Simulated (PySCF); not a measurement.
# CH3BO: NMR shifts, electronic excitations and core binding energies in gas and solvents, part 2 of 2

PySCF 2.14.0. Atoms count from 0.

## (10) Ultraviolet spectrum: CAM-B3LYP/aug-cc-pVTZ

The job: settings as JSON, then the geometry in Å.

```
{"job": {"kind": "uv", "xc": "CAM-B3LYP", "basis": "aug-cc-pVTZ", "ip": false, "dynamic": false}, "charge": 0, "multiplicity": 1}
B     -0.658515    -0.054304     0.052596
C      0.853312    -0.057290     0.094639
O      1.979787    -0.060285     0.126003
H     -0.941919    -0.953678    -0.703868
H     -0.993341    -0.250025     1.197583
H     -0.947339     1.044191    -0.361243
```

With the program's defaults for keys left out, this is: TDDFT CAM-B3LYP/aug-cc-pVTZ, vertical, gas phase, core orbitals frozen in the response.

Output:

```text
coarse grid: 5120 points
cycle   1  E = -139.8724231432  dE =  3.487e-01  |g| = 6.335e-01  |ddm| = 5.368e+00
cycle   2  E = -139.7555156201  dE =  1.169e-01  |g| = 1.087e+00  |ddm| = 1.893e+00
cycle   3  E = -139.9523189040  dE = -1.968e-01  |g| = 1.003e-01  |ddm| = 1.131e+00
cycle   4  E = -139.9548358811  dE = -2.517e-03  |g| = 2.701e-02  |ddm| = 2.312e-01
cycle   5  E = -139.9549830253  dE = -1.471e-04  |g| = 4.338e-03  |ddm| = 4.127e-02
cycle   6  E = -139.9549876779  dE = -4.653e-06  |g| = 8.999e-04  |ddm| = 1.002e-02
final grid: 49744 points
cycle   7  E = -139.9531399855  dE = -1.867e-05  |g| = 2.050e-03  |ddm| = 9.793e-02
cycle   8  E = -139.9531391211  dE =  8.643e-07  |g| = 3.209e-03  |ddm| = 8.979e-03
cycle   9  E = -139.9531407915  dE = -1.670e-06  |g| = 2.419e-04  |ddm| = 3.351e-03
cycle  10  E = -139.9531408018  dE = -1.034e-08  |g| = 1.237e-04  |ddm| = 7.077e-04
cycle  11  E = -139.9531408057  dE = -3.905e-09  |g| = 2.136e-05  |ddm| = 2.730e-04
cycle  12  E = -139.9531408058  dE = -1.099e-10  |g| = 2.421e-06  |ddm| = 4.550e-05
converged SCF energy = -139.9531408058

Static polarisability (au): isotropic 33.709, principal 28.177 28.181 44.768

Singlet excitations
state   eV       nm        f      main configurations
  1   6.5694    188.7   0.00000   H->L 0.50, H-1->L+1 0.48
  2   6.8241    181.7   0.01597   H->L+1 0.40, H-1->L 0.40, H-1->L+1 0.09
  3   6.8246    181.7   0.01607   H-1->L+1 0.41, H->L 0.39, H->L+1 0.09
  4   8.3883    147.8   0.59535   H-1->L 0.47, H->L+1 0.47
  5   8.5956    144.2   0.06364   H->L+2 0.89
  6   8.6004    144.2   0.06376   H-1->L+2 0.89
  7   8.7037    142.4   0.03625   H-2->L 0.91
  8   8.7042    142.4   0.03646   H-2->L+1 0.91
  9   9.5550    129.8   0.00000   H->L+3 0.51, H-1->L+4 0.40
 10   9.5889    129.3   0.00276   H->L+5 0.36, H->L+4 0.22, H-1->L+3 0.21

Triplet excitations (Tamm-Dancoff, eV): 5.9231 6.1927 6.1931 6.5638
```

Run time: 18 s. Hardware: 1 thread of Arm Neoverse N1, shared host; peak memory 0.71 GiB.

Key values: HOMO -11.00 eV, LUMO -0.26 eV; lowest singlet 6.57 eV.

## (11) TDDFT and polarisability: wB97X-D/aug-cc-pVTZ

The job: settings as JSON, then the geometry in Å.

```
{"job": {"kind": "uv", "xc": "wB97X-D", "basis": "aug-cc-pVTZ", "ip": true, "dynamic": false}, "charge": 0, "multiplicity": 1}
B     -0.658515    -0.054304     0.052596
C      0.853312    -0.057290     0.094639
O      1.979787    -0.060285     0.126003
H     -0.941919    -0.953678    -0.703868
H     -0.993341    -0.250025     1.197583
H     -0.947339     1.044191    -0.361243
```

With the program's defaults for keys left out, this is: TDDFT wB97X-D/aug-cc-pVTZ, vertical, gas phase, core orbitals frozen in the response.

Output:

```text
coarse grid: 5120 points
cycle   1  E = -139.8952012168  dE =  3.590e-01  |g| = 6.325e-01  |ddm| = 5.340e+00
cycle   2  E = -139.8106798197  dE =  8.452e-02  |g| = 1.002e+00  |ddm| = 1.840e+00
cycle   3  E = -139.9761235371  dE = -1.654e-01  |g| = 8.206e-02  |ddm| = 1.035e+00
cycle   4  E = -139.9776896781  dE = -1.566e-03  |g| = 2.297e-02  |ddm| = 2.190e-01
cycle   5  E = -139.9777975146  dE = -1.078e-04  |g| = 3.622e-03  |ddm| = 3.939e-02
cycle   6  E = -139.9778008118  dE = -3.297e-06  |g| = 6.325e-04  |ddm| = 1.087e-02
final grid: 49744 points
cycle   7  E = -139.9723231635  dE = -6.061e-05  |g| = 2.215e-03  |ddm| = 2.744e-01
cycle   8  E = -139.9723244016  dE = -1.238e-06  |g| = 6.170e-04  |ddm| = 3.560e-02
cycle   9  E = -139.9723244852  dE = -8.361e-08  |g| = 4.298e-04  |ddm| = 4.824e-03
cycle  10  E = -139.9723245118  dE = -2.660e-08  |g| = 2.067e-04  |ddm| = 1.310e-03
cycle  11  E = -139.9723245196  dE = -7.822e-09  |g| = 2.533e-05  |ddm| = 4.065e-04
cycle  12  E = -139.9723245199  dE = -2.915e-10  |g| = 7.733e-06  |ddm| = 1.278e-04
converged SCF energy = -139.9723245199

Static polarisability (au): isotropic 33.726, principal 28.178 28.183 44.817

Singlet excitations
state   eV       nm        f      main configurations
  1   6.5578    189.1   0.00000   H->L 0.50, H-1->L+1 0.48
  2   6.8155    181.9   0.01584   H->L+1 0.41, H-1->L 0.41, H-1->L+1 0.08
  3   6.8160    181.9   0.01594   H-1->L+1 0.41, H->L 0.40
  4   8.3881    147.8   0.59728   H-1->L 0.47, H->L+1 0.47
  5   8.6928    142.6   0.05631   H-2->L+1 0.45, H-2->L 0.43
  6   8.6931    142.6   0.05662   H-2->L 0.45, H-2->L+1 0.42
  7   8.7227    142.1   0.04980   H->L+2 0.79, H->L+11 0.12
  8   8.7273    142.1   0.05274   H-1->L+2 0.80, H-1->L+11 0.12
  9   9.5379    130.0   0.00001   H->L+3 0.48, H-1->L+4 0.42
 10   9.5993    129.2   0.00266   H->L+4 0.43, H-1->L+3 0.39

Triplet excitations (Tamm-Dancoff, eV): 5.9877 6.2410 6.2411 6.5570
Vertical ionisation energy (delta-SCF) = 12.2344 eV
```

Run time: 39 s. Hardware: 1 thread of Arm Neoverse N1, shared host; peak memory 0.7 GiB.

Key values: HOMO -11.48 eV, LUMO 0.43 eV; lowest singlet 6.56 eV.

## (12) Core holes by ΔSCF: SCAN, X2C

The job: settings as JSON, then the geometry in Å.

```
{"job": {"kind": "xps", "basis": "pcX-3", "basis_other": "pcseg-2"}, "charge": 0, "multiplicity": 1}
B     -0.658515    -0.054304     0.052596
C      0.853312    -0.057290     0.094639
O      1.979787    -0.060285     0.126003
H     -0.941919    -0.953678    -0.703868
H     -0.993341    -0.250025     1.197583
H     -0.947339     1.044191    -0.361243
```

Level: delta-SCF UKS SCAN, pcX-3 on the ionised atom, pcseg-2 elsewhere, spin-free X2C.

Output:

```text
ground state, core basis on atom 0 (B), 186 functions
  cycle   1  E = -139.95598557  |g| = 5.85e-01
  cycle   2  E = -139.77537791  |g| = 1.14e+00
  cycle   3  E = -140.01809954  |g| = 2.56e-01
  cycle   4  E = -140.03274926  |g| = 6.61e-02
  cycle   5  E = -140.03375036  |g| = 2.10e-02
  cycle   6  E = -140.03387074  |g| = 6.27e-03
  cycle   7  E = -140.03388517  |g| = 1.24e-03
  cycle   8  E = -140.03388424  |g| = 1.37e-04
  E(ground) = -140.03830407 Eh
hole in B 1s of atom 0
  cycle   1  E = -132.46595695  |g| = 1.17e+00
  cycle   2  E = -132.07081839  |g| = 1.36e+00
  cycle   3  E = -132.70809298  |g| = 6.46e-01
  cycle   4  E = -132.82206451  |g| = 3.54e-01
  cycle   5  E = -132.86735077  |g| = 5.57e-02
  cycle   6  E = -132.86856849  |g| = 1.53e-02
  cycle   7  E = -132.86869272  |g| = 5.33e-03
  cycle   8  E = -132.86871589  |g| = 1.42e-03
  cycle   9  E = -132.86871951  |g| = 7.96e-04
  cycle  10  E = -132.86872070  |g| = 3.28e-04
  E(ion) = -132.87364239 Eh   <S^2> = 0.7672   hole on atom = 1.000   binding energy = 194.960 eV
ground state, core basis on atom 1 (C), 186 functions
  cycle   1  E = -140.03436119  |g| = 1.11e-01
  cycle   2  E = -140.03308316  |g| = 8.91e-02
  cycle   3  E = -140.03257979  |g| = 1.04e-01
  cycle   4  E = -140.03459211  |g| = 8.05e-03
  cycle   5  E = -140.03461220  |g| = 1.48e-03
  cycle   6  E = -140.03461170  |g| = 2.67e-04
  E(ground) = -140.04120755 Eh
hole in C 1s of atom 1
  cycle   1  E = -128.63075275  |g| = 1.48e+00
  cycle   2  E = -125.54747459  |g| = 2.44e+00
  cycle   3  E = -128.15818054  |g| = 1.35e+00
  cycle   4  E = -128.93181040  |g| = 7.93e-01
  cycle   5  E = -129.10367183  |g| = 3.23e-01
  cycle   6  E = -129.16400741  |g| = 9.07e-02
  cycle   7  E = -129.16760036  |g| = 5.34e-02
  cycle   8  E = -129.16953488  |g| = 1.04e-02
  cycle   9  E = -129.16962723  |g| = 2.93e-03
  cycle  10  E = -129.16964381  |g| = 1.07e-03
  cycle  11  E = -129.16964553  |g| = 4.96e-04
  E(ion) = -129.17405986 Eh   <S^2> = 0.8232   hole on atom = 1.000   binding energy = 295.710 eV
ground state, core basis on atom 2 (O), 186 functions
  cycle   1  E = -140.04306036  |g| = 1.90e-01
  cycle   2  E = -140.04295777  |g| = 2.45e-02
  cycle   3  E = -140.04265875  |g| = 3.77e-02
  cycle   4  E = -140.04314469  |g| = 4.39e-03
  cycle   5  E = -140.04314869  |g| = 1.06e-03
  cycle   6  E = -140.04314860  |g| = 8.77e-05
  E(ground) = -140.04404560 Eh
hole in O 1s of atom 2
  cycle   1  E = -119.31364474  |g| = 2.22e+00
  cycle   2  E = -116.95811915  |g| = 2.71e+00
  cycle   3  E = -119.55760952  |g| = 8.94e-01
  cycle   4  E = -119.82251168  |g| = 7.28e-01
  cycle   5  E = -120.12307836  |g| = 1.38e-01
  cycle   6  E = -120.13255565  |g| = 6.11e-02
  cycle   7  E = -120.13510087  |g| = 8.18e-03
  cycle   8  E = -120.13514614  |g| = 2.93e-03
  cycle   9  E = -120.13515258  |g| = 1.77e-03
  cycle  10  E = -120.13515692  |g| = 7.94e-04
  cycle  11  E = -120.13516024  |g| = 5.19e-04
  cycle  12  E = -120.13516043  |g| = 2.07e-04
  E(ion) = -120.13873448 Eh   <S^2> = 0.7725   hole on atom = 1.000   binding energy = 541.651 eV
```

Wall time 27 s (1 thread of Arm Neoverse N1, shared host); peak memory 0.55 GiB.

Binding energies by hole, beside the orbital energy of the ground state; the difference holds orbital relaxation and, for a density functional, its self-interaction error:

| hole | stands for | environment | ΔSCF (eV) | −ε (eV) | ⟨S²⟩ | measured (eV) |
| --- | --- | --- | --- | --- | --- | --- |
| B1s on B0 | B0 | boron bonded to C, 3 H | 194.96 | 179.0 | 0.767 | 195.15 |
| C1s on C1 | C1 | acylium carbon | 295.71 | 277.9 | 0.823 | 296.18 |
| O1s on O2 | O2 | oxygen bonded to C | 541.65 | 520.0 | 0.772 | 542.05 |

Measured: gas; Besley, J. Chem. Theory Comput. 2021, 17, 3644 (DFT calculations of core-electron binding energies at the K-edge of heavier elements); gas; Beach, A photoelectron spectroscopic study of bonding in inorganic and organometallic compounds, PhD thesis, LBL 1985.

## (13) Side by side: NMR shifts

Shifts (ppm), means over like atoms, with basis size and wall time:

| run | C1 | H3 | B0 | O2 | functions | time |
| --- | --- | --- | --- | --- | --- | --- |
| PBE0/pcSseg-2 | 197.9 | 1.42 | -62.9 | 361.1 | 150 | 11 s |
| KT3/pcSseg-2 | 181.4 | 1.41 | -62.6 | 339.4 | 150 | 12 s |
| wB97X-D/pcSseg-2 | 198.8 | 1.39 | -61.5 | 361.9 | 150 | 9.9 s |
| B97-2/pcSseg-2 | 194.1 | 1.39 | -61.1 | 352.7 | 150 | 8.1 s |
| WP04/pcSseg-2 in chloroform | 198.0 | 1.13 | -56.8 | 357.0 | 150 | 8.6 s |
| wB97X-D/pcSseg-2 in chloroform | 198.1 | 1.24 | -60.5 | 370.2 | 150 | 10 s |

## (14) Comparing the runs: electronic excitations

Excitations and ground-state properties, with basis size and wall time:

| run | lowest singlet (eV) | brightest (eV) | f | gap (eV) | α (Å³) | μ (D) | functions | time |
| --- | --- | --- | --- | --- | --- | --- | --- | --- |
| PBE0/aug-cc-pVTZ | 6.41 | 8.29 | 0.582 | 8.21 | 5.01 | 1.33 | 207 | 17 s |
| CAM-B3LYP/aug-cc-pVTZ | 6.57 | 8.39 | 0.595 | 10.74 | 5.00 | 1.44 | 207 | 18 s |
| wB97X-D/aug-cc-pVTZ | 6.56 | 8.39 | 0.597 | 11.92 | 5.00 | 1.47 | 207 | 39 s |

Measured dipole: 1.70 D (gas; NIST CCCBDB Release 22 (SRD 101), experimental dipoles).

## (15) What came out

What follows sums up all 2 parts.

```
                                                              quantity                        value
                                                           point group                          C3v
                                  rotational constants (main isotopes)       122.02, 8.85, 8.85 GHz
                                ¹³C shifts against TMS (PBE0/pcSseg-2)                    197.9 ppm
¹H shifts against TMS (PBE0/pcSseg-2, means over atoms taken as alike)                     1.42 ppm
                           ¹¹B shifts against BF3·OEt2 (PBE0/pcSseg-2)                    -62.9 ppm
                                ¹⁷O shifts against H2O (PBE0/pcSseg-2)                    361.1 ppm
                                     lowest singlet (PBE0/aug-cc-pVTZ)  6.41 eV (193 nm), f = 0.000
                              brightest single state of those computed  state 4, 8.29 eV, f = 0.582
                                                        lowest triplet                      5.75 eV
                                      B1s binding energies, SCAN/pcX-3                 B0 194.96 eV
                                      C1s binding energies, SCAN/pcX-3                 C1 295.71 eV
                                      O1s binding energies, SCAN/pcX-3                 O2 541.65 eV
                      range of the shift of O2 (wB97X-D/pcSseg-2 runs)           361.9 to 370.2 ppm
                                           range of the lowest singlet              6.41 to 6.57 eV
```

**Reading.** Over 6 steps the energy fell by 0.090 eV; of the close pairs, B0–C1 changed most, 1.447 to 1.512 Å. No frequency check was run at this level, so the end point may be a saddle. At PBE0/pcSseg-2: The largest span, 545 ppm, is at O2, where the paramagnetic term is -425 ppm. The first singlet state (HOMO→LUMO 0.51, HOMO−1→LUMO+1 0.49) lies at 6.41 eV and is dark; of the 10 states computed, the strongest absorption comes from state 4 at 8.29 eV. The lowest triplet lies 0.66 eV below the lowest singlet (triplets in Tamm-Dancoff, singlets in full TDDFT). The dipole moment, 1.33 D, compares with 1.70 D measured. At SCAN/pcX-3, against 3 measured binding energies, the mean signed error is -0.35 eV. At one level, wB97X-D/pcSseg-2: Across the 2 runs the shift of O2 moves most, between 361.9 (wB97X-D/pcSseg-2) and 370.2 ppm (wB97X-D/pcSseg-2 in chloroform). Most of that comes from the computed reference, not from the atom's own shielding. The lowest singlet runs from 6.41 eV (PBE0/aug-cc-pVTZ) to 6.57 eV (CAM-B3LYP/aug-cc-pVTZ), while the orbital gap spans 8.21 to 11.92 eV: the excitation energy moves far less from run to run than the orbital gap does. The lowest state need not be the same one in every run. For the measured dipole, wB97X-D/aug-cc-pVTZ misses least (0.23 D, 39 s) and PBE0/aug-cc-pVTZ most (0.37 D, 17 s). One molecule ranks no method: errors cancel, and vibration and temperature are missing from all runs.
